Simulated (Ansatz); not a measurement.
**Grey arsenic (A7) under LDA: testing the k-point mesh**

Aim: find which k-point mesh is enough for energy and pressure. The geometry was relaxed under LDA beforehand and stays fixed; 8 values are run, from 2×2×2 to 15×15×15. Wanted are the values from which on the energy stays within 10 and 1 meV/atom, and the pressure within 0.5 GPa, of the last run. Within the series other settings stay, but some runs also write fields, which adds to their time. Spin polarisation is left out.

Program: Ansatz 0.2.0. Level of theory: DFT LDA, plane waves with PAW, scalar-relativistic. These are calculated values, not measurements.

### Step 1. The starting structure

It takes space group R-3m (No. 166, trigonal). The conventional cell has a = 3.760 Å, b = 3.760 Å, c = 9.983 Å, α = 90.00°, β = 90.00°, γ = 120.00°. As (site symmetry 3m) is surrounded by 3 As at 2.52 Å.

As a file:

```cif
data_structure
_symmetry_space_group_name_H-M 'R-3m:H'
_symmetry_Int_Tables_number 166
_cell_length_a 3.7600
_cell_length_b 3.7600
_cell_length_c 9.9830
_cell_angle_alpha 90.000
_cell_angle_beta 90.000
_cell_angle_gamma 120.000
_cell_volume 122.22
loop_
_atom_site_label
_atom_site_type_symbol
_atom_site_symmetry_multiplicity
_atom_site_Wyckoff_symbol
_atom_site_fract_x
_atom_site_fract_y
_atom_site_fract_z
_atom_site_occupancy
As1 As 6 c 0.00000 0.00000 0.76951 1
```

### Step 2. k-mesh 2×2×2

The run at 2×2×2.

File input.yaml:

```yaml
crystal:
  lattice:
    - [1.8799878575, 1.0854114956, 3.3276505507]
    - [-1.8799878575, 1.0854114956, 3.3276505507]
    - [0.0, -2.1708229912, 3.3276505507]
  atoms:
    - { symbol: As, position: [0.769512817, 0.769512817, 0.769512817] }
    - { symbol: As, position: [0.230487183, 0.230487183, 0.230487183] }
hamiltonian:
  xc: lda
  pseudopotentials:
    kind: paw
    azcp:
      As: "pseudopotentials/As.paw.azcp"
basis:
  ecutwfc: 420
  fft_grid_basis: typed
kpoints:
  mp_grid: { grid: [2, 2, 2], shift: [0, 0, 0] }
magnetization:
  spin_polarized: false
scf:
  occupations: { method: fermi_dirac, width: 0.1 }
  lower_state_search: "off"
output:
  stress: true
```

The run is started by

```
$ ansatz run input.yaml --threads 2 --pin off --max-ram 5120MiB --backend cpu --events-out ev --progress --plain --runs-dir out
```

### Step 3. k-mesh 3×3×3

The run at 3×3×3.

input.yaml, as its differences from that of step 2:

```diff
@@ -18,3 +18,3 @@
 kpoints:
-  mp_grid: { grid: [2, 2, 2], shift: [0, 0, 0] }
+  mp_grid: { grid: [3, 3, 3], shift: [0, 0, 0] }
 magnetization:
```

### Step 4. k-mesh 4×4×4

The run at 4×4×4.

input.yaml, as its differences from that of step 3:

```diff
@@ -18,3 +18,3 @@
 kpoints:
-  mp_grid: { grid: [3, 3, 3], shift: [0, 0, 0] }
+  mp_grid: { grid: [4, 4, 4], shift: [0, 0, 0] }
 magnetization:
```

### Step 5. k-mesh 5×5×5

The run at 5×5×5.

input.yaml, as its differences from that of step 4:

```diff
@@ -18,3 +18,3 @@
 kpoints:
-  mp_grid: { grid: [4, 4, 4], shift: [0, 0, 0] }
+  mp_grid: { grid: [5, 5, 5], shift: [0, 0, 0] }
 magnetization:
@@ -26 +26,5 @@
   stress: true
+  write_density: true
+  write_potential: true
+  elf: true
+  volumetric_format: npy
```

### Step 6. k-mesh 6×6×6

The run at 6×6×6.

input.yaml, as its differences from that of step 5:

```diff
@@ -18,3 +18,3 @@
 kpoints:
-  mp_grid: { grid: [5, 5, 5], shift: [0, 0, 0] }
+  mp_grid: { grid: [6, 6, 6], shift: [0, 0, 0] }
 magnetization:
@@ -26,5 +26 @@
   stress: true
-  write_density: true
-  write_potential: true
-  elf: true
-  volumetric_format: npy
```

### Step 7. k-mesh 8×8×8

The run at 8×8×8.

input.yaml, as its differences from that of step 6:

```diff
@@ -18,3 +18,3 @@
 kpoints:
-  mp_grid: { grid: [6, 6, 6], shift: [0, 0, 0] }
+  mp_grid: { grid: [8, 8, 8], shift: [0, 0, 0] }
 magnetization:
```

### Step 8. k-mesh 11×11×11

The run at 11×11×11.

input.yaml, as its differences from that of step 7:

```diff
@@ -18,3 +18,3 @@
 kpoints:
-  mp_grid: { grid: [8, 8, 8], shift: [0, 0, 0] }
+  mp_grid: { grid: [11, 11, 11], shift: [0, 0, 0] }
 magnetization:
```

### Step 9. k-mesh 15×15×15

The run at 15×15×15.

input.yaml, as its differences from that of step 8:

```diff
@@ -18,3 +18,3 @@
 kpoints:
-  mp_grid: { grid: [11, 11, 11], shift: [0, 0, 0] }
+  mp_grid: { grid: [15, 15, 15], shift: [0, 0, 0] }
 magnetization:
```

(Steps that only read results are left out.)

What does the calculation give? Wanted: pressure at 15×15×15.

**Answer**, as computed:

| quantity | value |
| --- | --- |
| E(σ → 0) stays within 10 meV/atom of 15×15×15 | from 8×8×8 on |
| E(σ → 0) stays within 1 meV/atom | not reached before 15×15×15 |
| pressure stays within 0.5 GPa | from 4×4×4 on |
| pressure at 15×15×15 | 0.03 GPa |
| CPU time, dearest over cheapest | 28 |
| energy of a separate run on a finer mesh (17×17×17) | +0.4 meV/atom from 15×15×15 |

**Reading.** The far end, 2×2×2, lies +1146 meV/atom and +12.7 GPa from the yardstick. The error changes sign along the series: k-point sums are not variational. The energy has not settled to 1 meV/atom before the last mesh. Metals converge slowly, as the Fermi surface must be resolved. A run on a finer mesh agrees with the yardstick to 1 meV/atom. The cell taken over is 5 % smaller than the measured one (21.53 Å³/atom, COD).
